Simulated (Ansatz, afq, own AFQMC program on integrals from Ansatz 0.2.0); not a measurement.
AFQMC on a folder of integrals that Ansatz 0.2.0 wrote.

```yaml
crystal:
  periodic: [false, false, false]
  atoms:
    - {symbol: N, position_ang: [-0.054819, -0.042910, 0.545521]}
    - {symbol: N, position_ang: [0.028292, 0.112006, -0.619287]}
    - {symbol: H, position_ang: [0.218786, -0.917538, 0.973947]}
    - {symbol: H, position_ang: [0.172012, 0.777660, 1.084173]}
    - {symbol: H, position_ang: [-0.022171, -0.820307, -1.033033]}
basis:
  gaussian: {orbitals: cc-pVDZ}
magnetization: {spin_polarized: true, initial_magnetization: 1}
correlation: {method: ccsd_t, electrons: outside_noble_gas, hamiltonian_folder: ham}
```

```sh
$ ansatz run in.yaml --threads 1 --pin off --events-out ev --progress --plain --max-ram 1382MiB
```

Options of the walk:

```
--method free --trial cisd --walkers 60 --time-step 0.03 --max-blocks 80 --target-error 0.00043 --factor-cut 1e-05 --seed 9882 --times 0,0.21,0.42,0.81,1.2,1.8,2.4,3 --taylor-order 8
```

Times are imaginary, in 1/Eh. The walk had a cap of 1976 s.

Log:

```
orbitals 41  electrons 7 6  factors 333 of 400
reference energy -110.55012019 Eh
CCSD correlation -0.33885320 Eh in 13 cycles, weight of the determinant in the CISD state 0.8989
repeat  energy at the last time / Eh  error
    10  -110.897853  0.002618
    20  -110.898930  0.001768
    30  -110.897565  0.001620
    40  -110.897477  0.001206
    50  -110.897976  0.001120
    60  -110.898218  0.001001
    70  -110.897849  0.000864
    80  -110.897711  0.000776
time / (1/Eh)  energy / Eh  error  mean overlap
  0.00  -110.888871  0.000228  1.1124
  0.21  -110.894146  0.000244  1.1163
  0.42  -110.896139  0.000300  1.1167
  0.81  -110.897708  0.000390  1.1048
  1.20  -110.898000  0.000421  1.0946
  1.80  -110.898181  0.000566  1.0917
  2.40  -110.898859  0.000693  1.0772
  3.00  -110.897711  0.000776  1.0700
energy -110.897711 +/- 0.000776 Eh
```

The run passed its tests (error under three times the target), which doesn't prove that it has relaxed.

Against this walk (error 21.1 meV) on the same determinant: CCSD(T) 28.2 meV higher (within the noise), the released energy of a separate walk with a CISD trial 8.0 ± 29.6 meV lower (within the noise). The error is statistical, and a free projection of finite length keeps a remainder of its start. The last points scatter (meV from the last: 0 ± 11 at 0.81, -8 ± 11 at 1.20, -13 ± 15 at 1.80, -31 ± 19 at 2.40, 0 ± 21 at 3.00); the last is the one printed as the energy, and the gaps above move with that scatter.

Cautions: remainder of the start not in the error; error above the target (21.1 against 11.7 meV).

The walk took 12 min on 1 thread of Intel(R) Xeon(R) Platinum 8259CL CPU @ 2.50GHz (Skylake/Cascade Lake), with other jobs on the host. The log's last line is the free-projection energy.
